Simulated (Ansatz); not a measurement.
Consider the isomerisation: `CC/C=C\CC` → `C/C=C/CCC`.

Gas-phase electronic energies from Ansatz, PBE0-D4/def2-TZVP geometries. CBS: MP2 limit from def2 TZ/QZ plus the TZ coupled-cluster correction, frozen cores. Double bonds are as drawn, so ΔE can hold a change between cis and trans. Functionals use def2-TZVPP. Each species was taken in one conformer, which may not be the lowest.

`CC/C=C\CC`:

Z-matrix (Å, degrees):
```
C
C 1 1.525
H 1 1.092 2 110.8
H 1 1.093 2 111.0 3 119.5
H 1 1.093 2 111.3 3 -120.4
C 2 1.493 1 112.1 3 -62.5
H 2 1.097 1 108.8 3 177.2
H 2 1.092 1 109.8 3 61.3
C 6 1.330 2 127.8 1 117.0
H 6 1.089 2 114.8 1 -61.7
C 9 1.493 6 127.8 2 1.6
H 9 1.089 6 117.4 2 -179.7
C 11 1.525 9 112.1 6 116.4
H 11 1.097 9 108.7 6 -123.2
H 11 1.092 9 110.9 6 -6.7
H 13 1.092 11 110.8 9 -62.5
H 13 1.093 11 111.3 9 177.1
H 13 1.093 11 111.0 9 57.0
```

`C/C=C/CCC`:

Cartesian coordinates in Å:
```
C -2.592 -0.634 1.111
C -1.517 0.226 0.542
C -0.753 -0.089 -0.497
C 0.328 0.766 -1.067
C 1.709 0.113 -1.000
C 2.202 -0.099 0.421
H -2.401 -0.862 2.164
H -3.564 -0.132 1.072
H -2.676 -1.578 0.568
H -1.359 1.190 1.026
H -0.906 -1.055 -0.981
H 0.098 0.988 -2.116
H 0.351 1.727 -0.540
H 1.676 -0.848 -1.527
H 2.422 0.737 -1.549
H 1.516 -0.734 0.986
H 2.280 0.853 0.953
H 3.188 -0.570 0.434
```

```json
{"level": "PBE-D4", "ΔE (kJ/mol)": "-6.0"}
{"level": "HF/CBS(def2)", "ΔE (kJ/mol)": "-5.5"}
```

(1) What does CCSD(T)/CBS give? (Estimate.)

Largest T1 diagnostic among the species: 0.009.

## Answers

(1) Ansatz gave: -5.8 kJ/mol. The listed levels differ from it by -0.2, 0.3 kJ/mol.

Leaving LDA and LC-ωPBE aside and taking each functional with its dispersion term where it has one, the values, not all of them listed here, spread over 2.0 kJ/mol, from B97M-V to BLYP-D4.
